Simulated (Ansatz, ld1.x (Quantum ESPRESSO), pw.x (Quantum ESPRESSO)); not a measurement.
# From atom to crystal: ultrasoft potential for beryllium

ld1.x (Quantum ESPRESSO) 7.5 input, shortened:

```
&input
   title='Be', zed=4., rel=1, dft='PW', iswitch=3,
   config='[He] 2s1.75 2p0'
 /
 &inputp
   pseudotype=3, tm=.true., lloc=-1, rcloc=2.95,
   nlcc=.true., new_core_ps=.true., rcore=0.85,
   which_augfun='PSQ', rmatch_augfun_nc=.true.
 /
4
2S  1  0   1.75   0.00  1.25  1.60  0.0
2S  1  0   0.00  -0.25  1.25  1.60  0.0
2P  2  1   0.00   0.00  3.30  4.55  0.0
2P  2  1   0.00   0.25  3.30  4.55  0.0
 &test
   configts(1)='2s1.75 2p0'
 /
```

Atomic tests: cutoffs needed: 8 Ry and 15 Ry (the cutoffs (Ry, on a coarse ladder) from which the occupation-weighted sum of valence levels, in a spherical-Bessel basis at the reference potential, stays within 10 and 1 mRy of its value at 400 Ry); ghost test: no extra level below or beside the all-electron valence levels (s, p, d, f tested) (spherical-Bessel basis up to 400 Ry, 20 bohr box); largest excitation error: -29 meV (all-electron minus pseudo) for 2s0 2p1, out of 6 test configurations.

Crystal test: diamond Be in pw.x 7.5, no spin, 10³ k-points, Fermi–Dirac smearing 0.01 Ry, cutoffs 40/320 Ry. The reference is all-electron LAPW (Ansatz 0.2.0) with the same functional, mesh and smearing; V0 and B0 come from Birch–Murnaghan fits to the pressures at five volumes. Errors are pseudo minus all-electron; Δ is the rms difference of the E(V) curves that follow from these fits, minima aligned, over ±6 % about the mean V0. Mesh and smearing are coarse, so the numbers serve the comparison and aren't converged zero-temperature values; the lattice is a test structure that the element need not adopt.

| V (Å³/atom) | P all-electron (GPa) | P pseudo (GPa) |
| --- | --- | --- |
| 13.387 | 2.58 | -346.88 |
| 13.740 | 1.18 | -266.88 |
| 14.092 | -0.06 | -198.83 |
| 14.444 | -1.18 | -142.26 |
| 14.797 | -2.19 | -71.29 |

All-electron: a0 = 4.829 Å (V0 = 14.07 Å³/atom), B0 = 47.4 GPa.

Pseudopotential: converged, but broken (pressure over 100 GPa off). The pressure does not cross zero within the volumes sampled, so no fit is given. The largest radius (4.55 bohr) exceeds half the bond length (1.98 bohr), so the spheres overlap, which is one possible source of error among others. The pseudo pressure rises with volume over the whole range, a mechanical instability. A pressure error of this size marks a broken potential; the numbers have no physical meaning.

**Question.** At the middle volume, how do free energy and pressure move when the wave cutoff is lowered (ecutrho held at 320 Ry)?

**Answer.**

```tsv
cutoff (Ry)	shift of F (meV/atom)	shift of P (GPa)
18	+5.1	-0.19
24	+3.5	-0.17
32	+0.5	-0.06
```

The run at the middle volume (47 k-points, 14 iterations) took about 8.3 s on one core of a shared host (Neoverse-V1, 32 threads, 247 GiB, load 19).
